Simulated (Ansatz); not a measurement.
Two shapes of singlet CF4.

Shape 1:

```xyz
5

C     0.0393   -0.0309   -0.0016
F     0.7939    0.7959    0.7572
F     0.7448   -0.7668   -0.7124
F    -0.7321    0.7442   -0.7985
F    -0.7794   -0.7377    0.8000
```

Shape 2:

```xyz
5

C     0.0000    0.0000    0.0000
F     0.7596    0.7596    0.7596
F     0.7596   -0.7596   -0.7596
F    -0.7596    0.7596   -0.7596
F    -0.7596   -0.7596    0.7596
```

Basis set: def2-TZVP (spherical functions). Frozen core: 5 orbitals. Charge 0, multiplicity 1.

Computed with Ansatz (development build ahead of 0.2.0); each method stands on the lowest determinant of its kind that the runs found.

Which shape is lower in energy, and by how much in each method?

| method | E(2) − E(1) (eV) |
| --- | --- |
| RHF | -0.235 |
| RHF-MP2 | -0.180 |

Shape 2 is lower.
